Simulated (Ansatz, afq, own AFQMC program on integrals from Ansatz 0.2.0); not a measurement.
AlH, singlet: AFQMC among the cluster methods

```yaml
atoms:
  - { symbol: Al, position_ang: [0.0000, 0.0000, 0.0000] }
  - { symbol: H, position_ang: [0.0000, 0.0000, 3.1440] }
```

Basis cc-pVTZ. Only valence electrons are correlated. Integrals, coupled cluster, full CI and functionals: Ansatz 0.2.0; the random walks run on the same integrals in our own AFQMC program. ph-AFQMC/CISD is guided by a CISD state made of CCSD amplitudes; releasing the constraint for a short imaginary time cuts its bias at the price of noise, slowly where states lie close. Uncertainties: one standard error, sampling alone.

Determinant: RHF, the one that the program's search chose, which needn't be the lowest solution. The geometry is a point of a scan.

Full CI on the same integrals is exact in this basis and with this determinant's frozen core.

Cautions: restricted determinant unstable towards unrestricted (UHF 729 meV lower, ⟨S²⟩ 0.83); strong correlation (T1 0.077, weight of the determinant 0.81, largest double 0.30); the released energies are still falling, so no released level is given (meV from the phaseless value at times in 1/Eh: -6 ± 3 at 0.24, -9.0 ± 2.1 at 0.51, -13.8 ± 2.3 at 0.99, -20.0 ± 2.2 at 1.62, -28.5 ± 2.2 at 2.40).

```
T1 diagnostic                               : 0.0775
weight of the determinant in the CISD state : 0.809
size of the correlated space                : 4 electrons in 43 orbitals
```

Reference: full CI, correlation energy -2.722 eV. The cautions show a poor starting determinant, so the rows tell how each method copes with it here, and full CI is the sure value.

```csv
level,E − E(reference) (kJ/mol),share of correlation (%)
HF,262.6,0.00
MP2,94.1,64.16
CCSD,13.6,94.82
CCSD(T),2.4,99.07
CCSDT,0.5,99.81
CCSDT(Q),-0.1,100.04
ph-AFQMC/HF,16.6 ± 3.0,93.68
ph-AFQMC/CISD,4.7 ± 0.3,98.21
```

CCSDT and higher add their correlation energy to the determinant of the CCSD(T) run, since their own runs factorise the integrals more tightly (a shift of under 2 meV). A walk keeps the symmetry of its determinant, which the program's search chose and which needn't be the lowest solution, so a lower state of the same spin and another symmetry isn't excluded.
